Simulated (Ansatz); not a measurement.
# SiH₃O radical (built from SMILES [O][SiH3]): search for a transition state

Program: Ansatz 0.2.0, Gaussian basis. Level of theory: PBE0-D4, def2-SVP first, then def2-TZVP. These are calculated values, not measurements.

### Step 1. The starting structure

The guess: 5 atoms, charge 0, spin multiplicity 2.

Atoms are counted from 1 here; the program's logs count them from 0.

Bond lengths: H1–Si2 1.708 Å, H1–O3 1.201 Å, Si2–O3 1.634 Å, Si2–H4 1.459 Å, Si2–H5 1.457 Å. Angles: Si2–H1–O3 65.7°, H1–Si2–O3 42.1°, H1–Si2–H4 121.3°, H1–Si2–H5 126.4°, O3–Si2–H4 113.6°, O3–Si2–H5 114.3°, H4–Si2–H5 112.3°, H1–O3–Si2 72.2°.

As a file:

```xyz
5
charge 0, multiplicity 2
H    -1.1754   -0.8503   -0.2080
Si    0.0256    0.3111    0.1452
O    -0.0801   -1.1333   -0.6119
H     0.7838    0.2634    1.3905
H     0.4462    1.4092   -0.7157
```

Distances that are to change: H1–O3 1.20 Å, H1–Si2 1.71 Å.

### Step 2. Relaxing the guess with the reacting distances held

hold/in.yaml reads:

```yaml
crystal:
  periodic: [false, false, false]
  atoms:
    - {symbol: H, position_ang: [-1.175400, -0.850300, -0.208000]}
    - {symbol: Si, position_ang: [0.025600, 0.311100, 0.145200]}
    - {symbol: O, position_ang: [-0.080100, -1.133300, -0.611900]}
    - {symbol: H, position_ang: [0.783800, 0.263400, 1.390500]}
    - {symbol: H, position_ang: [0.446200, 1.409200, -0.715700]}
basis:
  gaussian: {orbitals: def2-SVP}
magnetization: {spin_polarized: true, initial_magnetization: 1}
hamiltonian: {xc: pbe0, dispersion: d4}
relax: {f_tol: 0.08, max_steps: 120, escape_saddle: false, constraints: [{distance: [0, 2]}, {distance: [0, 1]}]}
```

Command:

```console
ansatz run in.yaml --threads 2 --pin off --events-out ev --progress --plain --max-ram 4352MiB
```

**Question.** How long does this run take on 2 threads of Arm Neoverse V1, shared host?

About 4.1 s.
